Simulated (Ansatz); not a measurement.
AlH2Et (C₂H₇Al), relaxed as a singlet with RKS PBE0-D4/def2-TZVP in Ansatz, starting from the GFN2-xTB geometry. Force threshold 0.02 eV/Å.

Start:

```xyz
10

Al   -0.627    0.925    1.283
H    -1.830    0.384    2.100
H     0.241    1.952    2.054
C    -0.215    0.316   -0.575
C     0.654   -0.959   -0.636
H     0.301    1.104   -1.149
H    -1.143    0.115   -1.139
H     0.845   -1.259   -1.666
H     1.614   -0.793   -0.146
H     0.160   -1.786   -0.127
```

| step | energy (eV) | largest force component (eV/Å) | SCF passes |
| --- | --- | --- | --- |
| 1 | -8779.6865 | 0.778 | 15 |
| 2 | -8779.7428 | 0.276 | 20 |
| 3 | -8779.7465 | 0.090 | 21 |
| 4 | -8779.7468 | 0.013 | 21 |

Force components are those of the run's own axes.

End:

| atom | x (Å) | y (Å) | z (Å) |
| --- | --- | --- | --- |
| Al1 | -0.619 | 0.912 | 1.252 |
| H2 | -1.858 | 0.302 | 2.045 |
| H3 | 0.320 | 1.962 | 1.995 |
| C4 | -0.223 | 0.327 | -0.577 |
| C5 | 0.642 | -0.942 | -0.613 |
| H6 | 0.286 | 1.131 | -1.120 |
| H7 | -1.162 | 0.142 | -1.111 |
| H8 | 0.849 | -1.263 | -1.638 |
| H9 | 1.610 | -0.790 | -0.126 |
| H10 | 0.154 | -1.782 | -0.109 |

By distances, no bond broke or formed. The bond that changes most is Al1–H3, from 1.55 to 1.59 Å (atoms count from 1).

No frequencies were taken in this run, so the end may be a saddle point.

Hardware: 4 threads of Arm Neoverse V2 on a shared host. Wall time 3.4 s.
